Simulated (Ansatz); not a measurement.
# C3H8O (singlet): the correlation ladder, 6-31G

Aim: climb from Hartree-Fock through coupled cluster and multireference methods for C3H8O (singlet) at one geometry and basis, and see what each rung misses.

Method: 6-31G, core rule «outside noble gas», up to 4 orbitals frozen; program: Ansatz 0.2.0, Gaussian basis.

Plan: UHF; CCSD(T) on RHF; BCCD(T) on RHF; CISD; CCSDT(Q) on RHF; CASSCF and MRCISD+Q, 8 electrons in 8 orbitals; CASSCF and NEVPT2, 8 electrons in 8 orbitals.

21 further runs of the same task are left out: 3 that didn't finish, 18 set aside as unsound or not needed.

## (1) The geometry

The geometry is an MP2(full)/6-31G* stationary point (not a proven minimum).

12 atoms, charge 0, spin multiplicity 1.

Atoms are counted from 1 here; the program's logs count them from 0.

Bond lengths: O1–C2 1.419 Å, O1–C3 1.415 Å, C2–C4 1.512 Å, C2–H5 1.102 Å, C2–H6 1.102 Å, C3–H7 1.090 Å, C3–H8 1.099 Å, C3–H9 1.099 Å, C4–H10 1.092 Å, C4–H11 1.092 Å, C4–H12 1.093 Å. Angles: C2–O1–C3 111.5°, O1–C2–C4 107.8°, O1–C2–H5 110.1°, O1–C2–H6 110.1°, C4–C2–H5 110.8°, C4–C2–H6 110.8°, H5–C2–H6 107.2°, O1–C3–H7 106.9°, O1–C3–H8 111.5°, O1–C3–H9 111.5°, H7–C3–H8 109.2°, H7–C3–H9 109.2°, H8–C3–H9 108.5°, C2–C4–H10 110.1°, C2–C4–H11 110.1°, C2–C4–H12 110.6°, H10–C4–H11 108.5°, H10–C4–H12 108.8° and more.

## (2) UHF

Input file in.yaml:

```yaml
crystal:
  periodic: [false, false, false]
  atoms:
    - {symbol: O, position_ang: [0.017254, -0.682139, 0.000000]}
    - {symbol: C, position_ang: [0.010825, 0.736447, 0.000000]}
    - {symbol: C, position_ang: [1.335343, -1.195427, 0.000000]}
    - {symbol: C, position_ang: [-1.431344, 1.190927, 0.000000]}
    - {symbol: H, position_ang: [0.541787, 1.117086, 0.886881]}
    - {symbol: H, position_ang: [0.541787, 1.117086, -0.886881]}
    - {symbol: H, position_ang: [1.252473, -2.282723, 0.000000]}
    - {symbol: H, position_ang: [1.892154, -0.875323, -0.891710]}
    - {symbol: H, position_ang: [1.892154, -0.875323, 0.891710]}
    - {symbol: H, position_ang: [-1.944038, 0.811207, -0.885855]}
    - {symbol: H, position_ang: [-1.944038, 0.811207, 0.885855]}
    - {symbol: H, position_ang: [-1.491200, 2.282685, 0.000000]}
basis:
  gaussian: {orbitals: 6-31G}
magnetization: {spin_polarized: true, initial_magnetization: 0}
hamiltonian: {xc: hf}
output: {orbitals: {seedname: orbitals}}
```

Command:

```console
> ansatz run in.yaml --threads 1 --pin off --events-out ev --progress --plain --max-ram 2880MiB --backend cpu
```

After this run come: CCSD(T) on RHF; BCCD(T) on RHF; CISD; CCSDT(Q) on RHF; CASSCF and MRCISD+Q, 8 electrons in 8 orbitals; CASSCF and NEVPT2, 8 electrons in 8 orbitals.

Before running them: what should the planned runs give, taken together? Wanted: RCCSDT(Q) below the RHF energy; RMP2 from RCCSDT(Q); RCCSD from RCCSDT(Q); RCCSD(T) from RCCSDT(Q); NEVPT2 frontier from RCCSDT(Q); MRCISD+Q frontier from RCCSDT(Q); T1 diagnostic.

As calculated:

```
                         quantity                      value
   RCCSDT(Q) below the RHF energy                -12.2544 eV
              RMP2 from RCCSDT(Q)              +143.2 kJ/mol
             RCCSD from RCCSDT(Q)               +28.0 kJ/mol
          RCCSD(T) from RCCSDT(Q)                +4.1 kJ/mol
   NEVPT2 frontier from RCCSDT(Q)              +157.7 kJ/mol
 MRCISD+Q frontier from RCCSDT(Q)               +18.6 kJ/mol
levels within 1 kcal/mol (43 meV)  RCCSD(T), BCCD(T), RCCSDT
                    T1 diagnostic                      0.008
```

What this shows: RCCSD(T) lands +4.1 kJ/mol from the yardstick (0.3 % of the correlation energy). Of the multireference levels listed MRCISD+Q frontier comes nearest in total energy (+18.6 kJ/mol), which doesn't show that its space is the better one. These misses are within one basis, not against nature.
